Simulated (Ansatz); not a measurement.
Total energies of `C=CCS`.

```xyz
10

C    -0.139   -0.753    1.493
C     0.198   -0.552    0.227
C     0.231    0.781   -0.432
S    -0.980    0.949   -1.784
H    -0.421    0.071    2.141
H    -0.149   -1.746    1.926
H     0.469   -1.400   -0.398
H    -0.029    1.570    0.276
H     1.222    1.008   -0.830
H    -0.402    0.072   -2.621
```

The species carries charge 0 and has multiplicity 1. All single points use the PBE0-D4/def2-TZVP geometry. It is one conformer, not always the lowest. Basis def2-TZVPP, Ansatz.

RPA on PBE orbitals: Hartree–Fock energy of these orbitals -514.61665 Eh, correlation -1.14331 Eh (frozen core).

```
functional                                       kind  energy without D4 (Eh)  D4 term (kJ/mol)
   ωB97M-V  range-separated hybrid meta-GGA with VV10              -516.06139                 –
    B2PLYP                              double hybrid              -515.90966                 –
```

Q: Give the same for LDA (SPW92), PBE, revPBE, BLYP, r2SCAN, B97M-V, PBE0, B3LYP, r2SCANh, r2SCAN0, HSE06 (plane-wave form), BHLYP, CAM-B3LYP, LC-ωPBE, ωB97X-V, PBE-QIDH. (An estimate is asked.)

A: Computed: 
| functional | kind | energy without D4 (Eh) | D4 term (kJ/mol) |
| --- | --- | --- | --- |
| LDA (SPW92) | LDA | -513.65620 | – |
| PBE | GGA | -515.81202 | -18.1 |
| revPBE | GGA | -516.04240 | -60.6 |
| BLYP | GGA | -516.08423 | -40.6 |
| r2SCAN | meta-GGA | -516.04542 | -4.5 |
| B97M-V | meta-GGA with VV10 | -516.05084 | – |
| PBE0 | global hybrid, 25 % exact exchange | -515.86228 | -15.1 |
| B3LYP | global hybrid, 20 % | -516.17505 | -29.0 |
| r2SCANh | meta-GGA hybrid, 10 % | -516.03898 | -4.7 |
| r2SCAN0 | meta-GGA hybrid, 25 % | -516.03018 | -5.2 |
| HSE06 (plane-wave form) | screened hybrid | -515.84756 | -14.0 |
| BHLYP | global hybrid, 50 % | -516.07072 | -20.7 |
| CAM-B3LYP | range-separated hybrid | -516.08923 | -15.2 |
| LC-ωPBE | long-range corrected hybrid | -515.95459 | – |
| ωB97X-V | range-separated hybrid GGA with VV10 | -516.05350 | – |
| PBE-QIDH | double hybrid | -515.75824 | – |

B3LYP takes the VWN-RPA correlation (the form of Gaussian; ORCA's B3LYP/G). HSE06 is the plane-wave form, built on full-range PBE exchange. The double hybrids freeze the cores in their second-order part.

LC-ωPBE has ω = 0.4 bohr⁻¹.
